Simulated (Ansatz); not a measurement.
Born–Oppenheimer molecular dynamics of Cl2H2Si (5 atoms, charge 0, multiplicity 1). It starts from a relaxed structure.

Method: RKS B3LYP/6-31G* (Ansatz).

```json
{"ensemble": "NVT, Langevin thermostat", "time step": "0.5 fs", "steps asked": "250", "set temperature": "400 K", "friction": "0.01 /fs", "seed": "864156"}
```

First frame:

```xyz
5
Properties=species:S:1:pos:R:3
Si 0.006 0.009 -0.007
H 0.029 0.050 1.468
Cl 1.958 -0.018 -0.680
Cl -0.994 1.686 -0.681
H -0.682 -1.181 -0.544
```

(1) How far do the bonds stretch over the last three quarters of this one trajectory? (Pairs bonded in most of those frames.)

Results:

(1) 
```
   bond  mean (Å)  spread (Å)  shortest  longest
 Si1–H2     1.482       0.060      1.39     1.58
Si1–Cl3     2.058       0.017      2.03     2.09
Si1–Cl4     2.057       0.056      1.97     2.15
 Si1–H5     1.483       0.032      1.42     1.56
```

Mean temperature of the second half: 301 K. The mean temperature of the second half is 25 % below the set value. A run of 0.12 ps of so small a system gives no equilibrium averages.

The run took 8.3 min on 1 thread of Arm Neoverse V1 (shared host), peak memory 0.11 GiB.
